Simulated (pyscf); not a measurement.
H₃C–C(CH₃)(CH₃)–O–Ge(OH)(OH)–OH (SMILES CC(C)(C)[O][Ge]([OH])([OH])[OH]) → HO–Ge(OH)(OH)–OH (SMILES [OH][Ge]([OH])([OH])[OH]) + H₂C=C(CH₃)–CH₃ (SMILES C=C(C)C), an elimination (singlet surface; C–O, C–H broken, H–O formed). Structures and frequencies: ωB97X-D3(BJ)/def2-SVP in PySCF. Energies in kcal/mol from the reactant's lowest minimum found.

Small-basis levels: PySCF, no dispersion term, spherical d functions. AM1 to PM7: differences of heats of formation from MOPAC, which are fitted to 298 K values and so differ in kind from electronic energies by zero-point and thermal terms. GFN2-xTB: tblite. Cost: rough CPU time at the saddle relative to B3LYP/6-31G*+LANL2DZ, from one job on a shared machine.

| level | barrier | reaction energy | cost |
|---|---|---|---|
| HF/STO-3G | 147.0 | +51.0 | 0.05 |
| HF/3-21G | 76.3 | +27.0 | 0.10 |
| HF/6-31G*+LANL2DZ | 73.2 | +17.8 | 0.1 |
| BP86/6-31G*+LANL2DZ | 52.6 | +19.5 | 1 |
| B3LYP/LANL2DZ | 50.7 | +15.6 | 0.7 |
| B3LYP/6-31G*+LANL2DZ | 58.4 | +19.1 | 1 |
| GFN2-xTB | 61.2 | +27.7 | under 0.02 |
| PM3 | 73.4 | +5.6 | under 0.02 |
| PM6 | 54.9 | +19.6 | under 0.02 |
| ωB97M-D3(BJ)/def2-TZVP | 57.7 | +16.9 | – |

Against the last row the barrier runs from -7.0 (B3LYP/LANL2DZ) to +89.3 kcal/mol (HF/STO-3G). ωB97M-D3(BJ)/def2-TZVP has limits of its own. On the product side the descent ends in a complex, 6.9 kcal/mol under the separated species and 47.2 kcal/mol under the saddle at ωB97X-D3(BJ)/def2-TZVP. At ωB97X-D3(BJ)/def2-TZVP the barrier from the zero used here is 60.6 kcal/mol. One saddle was located; it need not be the lowest between these sides. In the def2 sets elements up to Kr have no core potential.
